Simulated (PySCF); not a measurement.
A GIAO shielding run with PySCF 2.14.0 with density-fitted response routines (density fitting, non-relativistic, gas phase) on SMILES C=C(Cl)COC, C4H7ClO:

```
{"job": {"kind": "nmr", "xc": "PBE0", "basis": "pcSseg-1", "pop": false}, "charge": 0, "multiplicity": 1}
C      2.171322    -0.268071     0.215579
C      1.631194     0.647579    -0.582059
Cl     2.597540     1.666447    -1.606776
C      0.167199     0.931108    -0.719088
O     -0.561303     0.102065     0.122595
C     -1.938645     0.298349     0.040513
H      1.507389    -0.875141     0.832740
H      3.250151    -0.420251     0.262865
H     -0.009010     2.004582    -0.491764
H     -0.121640     0.791414    -1.783227
H     -2.324575     0.104680    -0.979749
H     -2.419123    -0.404010     0.735033
H     -2.228198     1.329145     0.325006
```

Hardware: 1 thread of an x86-64 server CPU, shared host.

(1) How large is the calculation?

(2) How long does it take?

(3) And these other runs on the same molecule and hardware: GIAO shielding at BLYP/pcSseg-1; GIAO shielding at BP86/pcSseg-1; GIAO shielding at HF/pcSseg-1; GIAO shielding at LDA/pcSseg-1; GIAO shielding at OPBE/pcSseg-1; GIAO shielding at PBE/pcSseg-1?

Results:

(1) 56 electrons, 144 basis functions and 768 auxiliary functions.

(2) 18 s of wall time, with 14 SCF cycles and 5 response iterations. Times on a shared host scatter by some tens of per cent.

(3) BLYP/pcSseg-1: 144 functions, 15 s; BP86/pcSseg-1: 144 functions, 15 s; HF/pcSseg-1: 144 functions, 4.6 s; LDA/pcSseg-1: 144 functions, 11 s; OPBE/pcSseg-1: 144 functions, 14 s; PBE/pcSseg-1: 144 functions, 15 s.
